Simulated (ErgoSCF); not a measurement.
# One shape, several levels: AlHClF (SMILES [F][AlH][Cl])

Aim: a comparison of 6 runs (HF/STO-3G, HF/def2-SVP, PBE/6-31G, PBE0/def2-SVP, BLYP/6-31+G*, BLYP/def2-TZVP) of AlHClF. 

The results are computed with ErgoSCF 3.8.

## 1. The molecule

AlHClF: 4 atoms, total charge 0, spin state singlet. SMILES: `[F][AlH][Cl]`. The shape comes from GFN2-xTB, which is rough for such elements, and wasn't checked as a minimum.

Bond lengths: F1–Al2 1.649 Å, Al2–Cl3 2.017 Å, Al2–H4 1.507 Å. Angles: F1–Al2–Cl3 122.7°, F1–Al2–H4 112.7°, Cl3–Al2–H4 124.6°.

## 2. A single-point energy at HF/STO-3G (run 1)

ergo.in

```
# HF on AlClFH
set_nthreads(1)
scf.output_mulliken_pop = 1
basis = "STO-3G"
scf.max_number_of_iterations = 120
scf.use_diagonalization = 1
tmpdir = "."
molecule_inline
F      0.96667050    -1.81655593     2.35828372
Al     0.11824016     0.07808348     0.03480876
Cl    -3.05132188    -0.46491042    -2.00995050
H      1.96639231     2.20338287    -0.38312307
EOF
run "HF"
```

The basis set STO-3G is read from a file made from the Basis Set Exchange's data (not shown).

Started as:

```
ergo < ergo.in
```

What it wrote:

```text
[...]
INSC SCF_general constructor, number of basis functions: 24
[...]
INSC Energy   1 =       -747.93853959342
[...]
INDE E_LUMO =          0.30525241234
[...]
INSC Energy  11 =       -792.34012808982  ( diff      0.000000000000227 )
[...]
RESC CONVERGED after  11 iterations.
RESC FINAL ENERGY:       -792.34012808982
[...]
INSC SCF: dipole_moment_x [atomic units] =       0.63864754
INSC SCF: dipole_moment_y [atomic units] =       0.30896634
INSC SCF: dipole_moment_z [atomic units] =       0.25252330
[...]
```

Wall time 1.1 s (1 thread of Arm Neoverse V2, shared host); peak memory 0.26 GiB.

## 3. The energy at HF/def2-SVP (run 2)

input.ego

```
set_nthreads(1)
basis = "def2-SVP"
tmpdir = "."
scf.use_diagonalization = 1
scf.max_number_of_iterations = 120
scf.output_mulliken_pop = 1
molecule_inline Angstrom
F  0.511540 -0.961280 1.247950
Al 0.062570 0.041320 0.018420
Cl -1.614690 -0.246020 -1.063620
H  1.040570 1.165980 -0.202740
EOF
run "HF"
```

The basis set def2-SVP is read from a file made from the Basis Set Exchange's data (not shown).

Started as:

```
ergo input.ego
```

What it wrote:

```text
[...]
INSC SCF_general constructor, number of basis functions: 55
[...]
INSC Energy   1 =       -432.68173227065
[...]
INDE E_LUMO =          0.07008027479
[...]
INSC Energy  18 =       -801.27752277912  ( diff     -0.000000000007162 )
[...]
RESC CONVERGED after  18 iterations.
RESC FINAL ENERGY:       -801.27752277912
[...]
INSC SCF: dipole_moment_x [atomic units] =       0.01708180
INSC SCF: dipole_moment_y [atomic units] =       0.37757133
INSC SCF: dipole_moment_z [atomic units] =      -0.30002905
[...]
```

It took 8.1 s on 1 thread of Arm Neoverse V2, shared host; peak memory 0.26 GiB.

Runs 3 to 5 aren't shown in full; the table further down has their settings and results.

## 4. The energy at BLYP/def2-TZVP (run 6)

input.ego

```
set_nthreads("env")
molecule_inline
F      0.96667050    -1.81655593     2.35828372
Al     0.11824016     0.07808348     0.03480876
Cl    -3.05132188    -0.46491042    -2.00995050
H      1.96639231     2.20338287    -0.38312307
EOF
scf.max_number_of_iterations = 120
XC.radint = 1e-11
scf.use_diagonalization = 1
XC.sparse_mode = 0
scf.output_mulliken_pop = 1
XC.angint = 41
tmpdir = "."
basis = "def2-TZVP"
run "BLYP"
```

The basis set def2-TZVP is read from a file made from the Basis Set Exchange's data (not shown).

Started as:

```
ergo input.ego
```

What it wrote:

```text
[...]
INDF Weighted mixed functional:
[...]
INSC Energy   1 =       -320.24947794936
[...]
INDE E_LUMO =         -0.06337388355
[...]
INSC Energy  30 =       -803.27286218336  ( diff      0.000000000002728 )
[...]
RESC CONVERGED after  30 iterations.
RESC FINAL ENERGY:       -803.27286218336
[...]
INSC SCF: dipole_moment_x [atomic units] =      -0.01722858
INSC SCF: dipole_moment_y [atomic units] =       0.31000659
INSC SCF: dipole_moment_z [atomic units] =      -0.27266350
[...]
```

It took 87 s on 1 thread of Arm Neoverse V2, shared host; peak memory 0.27 GiB.

## 5. Overview of the runs

```csv
run,level,integration grid,radint,energy (Eh),dipole moment (D),wall time
1,HF/STO-3G,–,–,-792.340128,1.91,1.1 s
2,HF/def2-SVP,–,–,-801.277523,1.23,8.1 s
3,PBE/6-31G,Turbo,1e-11,-802.667657,1.37,4.2 s
4,PBE0/def2-SVP,Turbo,1e-11,-802.540379,1.06,9.6 s
5,BLYP/6-31+G* (spherical functions),Turbo,1e-11,-803.162051,1.15,12 s
6,BLYP/def2-TZVP,Turbo,1e-11,-803.272862,1.05,87 s
```

## 6. What came out

```
            quantity          value
 run 6: total energy  -803.27286 Eh
run 6: dipole moment         1.05 D
```

**Reading.** The dipole moment (its size) runs from 1.05 D (BLYP/def2-TZVP) to 1.91 D (HF/STO-3G). The two ends differ in method and basis. Totals of different functionals can't be ranked against each other. In run 1 the basis is minimal, so the values are rough. All runs together took 2 min, the longest 87 s.
